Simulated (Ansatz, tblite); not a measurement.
# The cluster Pb₂S+: rung by rung

Aim: run the doublet of the cluster Pb₂S+ at one geometry on many levels, and compare frontier levels, spin and run time.

The runs use Ansatz 0.2.0, Gaussian basis; as each input shows.

Levels to be run: GFN1-xTB, GFN2-xTB, PBE-D4/def2-TZVP, r2SCAN-D4/def2-TZVP, r2SCAN0-D4/def2-TZVP, B3LYP-D4/def2-TZVP, BLYP-D4/def2-TZVP, LDA/def2-TZVP, CAM-B3LYP-D4/def2-TZVP, LC-ωPBE(0.10)/def2-TZVP, LC-ωPBE(0.15)/def2-TZVP, LC-ωPBE(0.20)/def2-TZVP, LC-ωPBE(0.30)/def2-TZVP, PBE-D4/def2-SVP, PBE0-D4/def2-SVP, CCSD(T)/def2-TZVPP, MP2/def2-TZVP, RPA/def2-TZVP.

### 1 The geometry

The doublet was relaxed beforehand with PBE-D4/def2-TZVP. At that level it is the lowest of the isomers that a small search found.

3 atoms, charge 1, spin multiplicity 2.

Bond lengths: Pb1–S3 2.515 Å, Pb2–S3 2.515 Å. Angles: Pb1–S3–Pb2 84.5°.

Pb takes a core potential in the def2 sets. No spin-orbit coupling is included. The ion is computed in the gas phase, without counter-ions or solvent.

PBE0-D4/def2-TZVP was run before; its log isn't repeated, and its numbers join the tables.

### 2 GFN1-xTB

Tight binding, by tblite at 300 K electronic temperature and without a spin-polarisation term:

```python
tblite.interface.Calculator('GFN1-xTB', numbers, positions, charge=1, uhf=1).singlepoint()
```

Energy -179.3838 eV; 0.002 s.

### 3 GFN2-xTB

Tight binding, by tblite at 300 K electronic temperature and without a spin-polarisation term:

```python
tblite.interface.Calculator('GFN2-xTB', numbers, positions, charge=1, uhf=1).singlepoint()
```

Energy -204.3494 eV; 0.002 s.

### 4 PBE-D4/def2-TZVP

start.molden holds the orbitals of an earlier run on this state, given as this run's starting guess.

in.yaml

```yaml
crystal:
  periodic: [false, false, false]
  atoms:
    - {symbol: Pb, position_ang: [1.300740, -0.716878, 1.019535]}
    - {symbol: Pb, position_ang: [-0.573292, 1.612604, -0.562164]}
    - {symbol: S, position_ang: [-0.727448, -0.895726, -0.457381]}
basis:
  gaussian: {orbitals: def2-TZVP, initial_orbitals: start.molden}
total_charge: 1
magnetization: {spin_polarized: true, initial_magnetization: 1}
hamiltonian: {xc: pbe, dispersion: d4}
scf: {omitted_lower_state_checks: [starts]}
output: {forces: true, orbitals: {seedname: orbitals}}
```

The run is started by

```
$ ansatz run in.yaml --threads 4 --pin off --events-out ev --progress --plain --max-ram 3916MiB
```

Further steps of the session: r2SCAN-D4/def2-TZVP; r2SCAN0-D4/def2-TZVP; B3LYP-D4/def2-TZVP; BLYP-D4/def2-TZVP; LDA/def2-TZVP; CAM-B3LYP-D4/def2-TZVP; LC-ωPBE(0.10)/def2-TZVP; LC-ωPBE(0.15)/def2-TZVP; LC-ωPBE(0.20)/def2-TZVP; LC-ωPBE(0.30)/def2-TZVP; PBE-D4/def2-SVP; PBE0-D4/def2-SVP; CCSD(T)/def2-TZVPP; MP2/def2-TZVP; RPA/def2-TZVP.

Q: Predict the results of all the runs planned. Wanted: gap in def2-TZVP, named functionals, smallest and largest; gap over the ω; correlation energy, CCSD(T)/def2-TZVPP; correlation energy, MP2/def2-TZVP; ⟨S²⟩ in def2-TZVP, named functionals, smallest and largest; PBE0 total energy, smallest basis above largest.

The runs gave:

| quantity | value |
| --- | --- |
| gap in def2-TZVP, named functionals, smallest and largest | 0.55 eV (LDA), 4.04 eV (CAM-B3LYP-D4) |
| gap over the ω (1/bohr) | 3.44 eV at 0.1, 5.92 eV at 0.3 |
| correlation energy, CCSD(T)/def2-TZVPP | -24.67 eV |
| correlation energy, MP2/def2-TZVP | -25.14 eV |
| ⟨S²⟩ in def2-TZVP, named functionals, smallest and largest | 0.751, 0.757 |
| PBE0 total energy, smallest basis above largest | 4.08 eV (def2-SVP, def2-TZVP) |

In words: Orbital gaps of the named functionals in def2-TZVP span 0.55 eV (LDA) to 4.04 eV (CAM-B3LYP-D4); exact exchange widens it. Raising the ω (1/bohr) from 0.1 to 0.3 moves the HOMO by -1.19 eV and the LUMO by +1.28 eV. Over the named functionals in def2-TZVP spin contamination reaches 0.01 (r2SCAN0-D4), which is small.
